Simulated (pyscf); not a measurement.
A first-order saddle from PySCF, ωB97X-D3(BJ)/def2-SVP:

```xyz
15

C      0.9915     1.1744     0.9663
N     -0.1306     0.9308     0.0881
C     -0.9979     2.0814    -0.0531
Al    -0.3684    -0.5932    -0.8192
H      1.6388     0.2833     1.0360
H      1.6293     2.0105     0.6132
H      0.6687     1.4281     1.9971
H     -0.4623     2.9606    -0.4659
H     -1.4326     2.3940     0.9182
H     -1.8366     1.8563    -0.7321
H      1.1455    -1.1750    -1.6035
H     -1.6328    -0.7938    -1.7401
O      0.2246    -2.0982     0.1367
H      1.0057    -1.8093    -0.7588
H      0.5620    -2.0618     1.0408
```

Surface: singlet, charge 0. Lowest wavenumbers (cm⁻¹): 1270i, 71, 129, 172, 231.

Q: What reaction is this the transition state of?

A: H₃C–N(CH₃)–AlH₂ (SMILES C[N](C)[AlH2]) + H₂O (SMILES O) ⇌ H₃C–N(CH₃)–AlH–OH (SMILES C[N](C)[AlH][OH]) + H₂ (SMILES [H][H]), a four-centre exchange read from left to right: Al–H, H–O broken and Al–O, H–H formed. At ωB97M-D3(BJ)/def2-TZVP it lies -1.3 kcal/mol from the left side and +26.3 kcal/mol from the right (each side as separated species at their lowest minima found). On the reactant side the descent ends in an adduct with a Al–O contact, 17.2 kcal/mol under the separated species and 15.1 kcal/mol under the saddle at ωB97X-D3(BJ)/def2-TZVP. At ωB97M-D3(BJ) the saddle lies under the separated reactants, which points to a path from their complex (located at ωB97X-D3(BJ) alone). What is counted as formed (Al–O) is already present as a longer contact in the reactant adduct; forming that adduct is a step of its own. At the saddle there is also a short Al–H contact that neither side keeps. H₃C–N(CH₃)–AlH₂ lies 36.8 kcal/mol over its isomer H₃C–Al(CH₃)–NH₂, and others may lie lower still (electronic energy, ωB97M-D3(BJ)). This is the saddle that the search found; another between the same sides may lie lower.
